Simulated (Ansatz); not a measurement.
C4H4F2 can be A, `FC1(F)C=CC1`, or B, `FCC#CCF`.

Gas-phase electronic energies from Ansatz, PBE0-D4/def2-TZVP geometries. CCSD(T)/CBS is the MP2 limit (def2-TZVPP, def2-QZVPP) plus CCSD(T) − MP2 in def2-TZVPP, frozen cores. DFT in def2-TZVPP. B3LYP here is the variant with VWN-RPA as its local correlation; programs differ in this.

**Question.** Which is lower in electronic energy at CCSD(T)/CBS, and by how much? (An estimate is asked.)

**Answer.** Ansatz gave: A, by 81.9 kJ/mol.

**Question.** Give E(B) − E(A) in kJ/mol with r2SCAN-D4, BLYP-D4, CCSD/def2-TZVPP, MP2/def2-TZVPP, CCSD(T)/def2-TZVPP, B3LYP-D4, ωB97M-V. (Estimate.)

**Answer.** Ansatz gave: r2SCAN-D4 86.4, BLYP-D4 56.2, CCSD/def2-TZVPP 78.3, MP2/def2-TZVPP 75.0, CCSD(T)/def2-TZVPP 80.3, B3LYP-D4 66.1, ωB97M-V 88.1. None reverses the order clearly.

**Question.** Does the order hold for the free energy at 298.15 K (harmonic terms from PBE0-D4)? (Best estimate.)

**Answer.** Computed: Yes: G(B) − G(A) = +74.3 kJ/mol. Modes under 60 cm⁻¹, often nearly free rotors, make the harmonic entropy too high.

Largest T1 diagnostic: 0.012.

From BLYP to BHLYP (50 % exact exchange), in def2-TZVPP and without D4, E(B) − E(A) moves by +23.1 kJ/mol. Leaving LDA and LC-ωPBE aside and taking each functional with its dispersion term where it has one, the values spread over 38.8 kJ/mol, from BLYP-D4 to PBE0-D4. LDA lies +30.3 kJ/mol from PBE without D4.
